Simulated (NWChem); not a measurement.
Program: NWChem. System: C4H8, charge 1, spin multiplicity 2, at the geometry of a parent with another charge or spin, in a state set for the comparison that need not be this species' ground state. Its SCF solution wasn't tested for a lower state. Level: ULC-wPBE (omega 0.3 per bohr)/def2-TZVP.

Job file:

```
start mol
memory heap 200 mb stack 900 mb global 1100 mb
charge 1
geometry units angstroms nocenter noautoz
  C     -1.277112     0.000000    -0.681178
  C      0.000000     0.000000     0.120807
  C      1.277112     0.000000    -0.681178
  C      0.000000     0.000000     1.470214
  H     -1.329885    -0.888616    -1.347922
  H     -1.329885     0.888616    -1.347922
  H     -2.176212     0.000000    -0.035026
  H      1.329885    -0.888616    -1.347922
  H      2.176212     0.000000    -0.035026
  H      1.329885     0.888616    -1.347922
  H      0.940110     0.000000     2.044875
  H     -0.940110     0.000000     2.044875
  symmetry group C2v
end
basis spherical
  * library def2-tzvp
end
dft
  xc xwpbe 1.00 cpbe96 1.0 hfexch 1.00
  cam 0.3 cam_alpha 0.00 cam_beta 1.00
  odft
  mult 2
  direct
  iterations 100
end
task dft energy
```

NWChem printed:

```
             Northwest Computational Chemistry Package (NWChem) 7.3.0
             --------------------------------------------------------

                                NWChem Input Module
                                -------------------

 Scaling coordinates for geometry "geometry" by  1.889725989
 (inverse scale =  0.529177249)

 Turning off AUTOSYM since
 SYMMETRY directive was detected!

                             Geometry "geometry" -> ""
                             -------------------------

 Output coordinates in angstroms (scale by  1.889725989 to convert to a.u.)

  No.       Tag          Charge          X              Y              Z
 ---- ---------------- ---------- -------------- -------------- --------------
    1 C                    6.0000    -1.27711200     0.00000000    -0.68117800
    2 C                    6.0000     0.00000000     0.00000000     0.12080700
    3 C                    6.0000     1.27711200     0.00000000    -0.68117800
    4 C                    6.0000     0.00000000     0.00000000     1.47021400
    5 H                    1.0000    -1.32988500    -0.88861600    -1.34792200
    6 H                    1.0000    -1.32988500     0.88861600    -1.34792200
    7 H                    1.0000    -2.17621200     0.00000000    -0.03502600
    8 H                    1.0000     1.32988500    -0.88861600    -1.34792200
    9 H                    1.0000     2.17621200     0.00000000    -0.03502600
   10 H                    1.0000     1.32988500     0.88861600    -1.34792200
   11 H                    1.0000     0.94011000     0.00000000     2.04487500
   12 H                    1.0000    -0.94011000     0.00000000     2.04487500

 Effective nuclear repulsion energy (a.u.)     118.7207897954

            Nuclear Dipole moment (a.u.)
            ----------------------------
        X                 Y               Z
 ---------------- ---------------- ----------------
     0.0000000000     0.0000000000     0.0000000000

      Symmetry information
      --------------------

 Group name             C2v
 Group number             16
 Group order               4
[...]
    beta     71     72     74     73     75     76     77     79     78     80
 overlap   0.992  1.000  0.994  0.998  0.998  1.000  0.981  0.872  0.998  0.999

   alpha     81     82     83     84     85     86     87     88     89     90
    beta     82     81     83     84     85     86     87     89     88     90
 overlap   0.887  1.000  0.998  0.998  0.999  1.000  0.998  1.000  0.999  0.989

   alpha     91     92     93     94     95     96     97     98     99    100
    beta     91     92     93     94     95     97     96     98     99    100
 overlap   1.000  0.990  0.999  0.999  1.000  0.998  1.000  1.000  0.998  1.000

   alpha    101    102    103    104    105    106    107    108    109    110
    beta    101    102    103    104    105    106    107    108    109    110
 overlap   0.996  0.998  0.999  1.000  0.998  0.996  1.000  0.997  1.000  0.996

   alpha    111    112    113    114    115    116    117    118    119    120
    beta    111    113    112    114    115    116    117    118    119    121
 overlap   1.000  0.991  0.997  0.999  0.994  0.999  0.997  1.000  0.994  0.997

   alpha    121    122    123    124    125    126    127    128    129    130
    beta    120    122    123    124    125    126    127    129    128    130
 overlap   0.989  0.995  1.000  0.992  0.996  0.986  0.999  0.994  1.000  0.986

   alpha    131    132    133    134    135    136    137    138    139    140
    beta    131    132    133    134    135    137    136    138    139    140
 overlap   0.994  0.982  0.995  0.982  0.999  0.995  0.999  1.000  0.997  0.993

   alpha    141    142    143    144    145    146    147    148    149    150
    beta    141    142    143    144    145    146    147    148    149    150
 overlap   0.998  0.998  0.998  1.000  0.997  1.000  0.999  1.000  0.999  0.999

   alpha    151    152    153    154    155    156    157    158    159    160
    beta    151    152    153    154    155    156    157    158    159    161
 overlap   1.000  0.998  1.000  1.000  0.998  1.000  0.996  1.000  0.998  0.996

   alpha    161    162    163    164    165    166    167    168    169    170
    beta    160    162    163    164    165    166    167    168    169    170
 overlap   0.999  1.000  1.000  0.999  0.999  1.000  1.000  1.000  1.000  1.000

   alpha    171    172
    beta    171    172
 overlap   1.000  1.000

     --------------------------
     Expectation value of S2:
     --------------------------
      <S2> =      0.7531 (Exact =     0.7500)

 center of mass
 --------------
 x =  -0.00000000 y =   0.00000000 z =   0.04588438

 moments of inertia (a.u.)
 ------------------
         200.533713061678           0.000000000000           0.000000000000
           0.000000000000         394.864551402081           0.000000000000
           0.000000000000           0.000000000000         217.066156865330

     Multipole analysis of the density
     ---------------------------------

     L   x y z        total         alpha         beta         nuclear
     -   - - -        -----         -----         ----         -------
     0   0 0 0      1.000000    -16.000000    -15.000000     32.000000

     1   1 0 0      0.000000      0.000000     -0.000000      0.000000
     1   0 1 0     -0.000000      0.000000     -0.000000      0.000000
     1   0 0 1      0.418344     -0.481392      0.899736      0.000000

     2   2 0 0    -12.672100    -74.700840    -73.264489    135.293229
     2   1 1 0     -0.000000     -0.000000     -0.000000      0.000000
     2   1 0 1      0.000000      0.000000      0.000000     -0.000000
     2   0 2 0    -17.070003    -15.298897    -13.050503     11.279398
     2   0 1 1      0.000000      0.000000     -0.000000      0.000000
     2   0 0 2    -10.559947    -69.194393    -63.702500    122.336946

 Task  times  cpu:      178.9s     wall:      178.9s

 Total times  cpu:      178.9s     wall:      178.9s
```
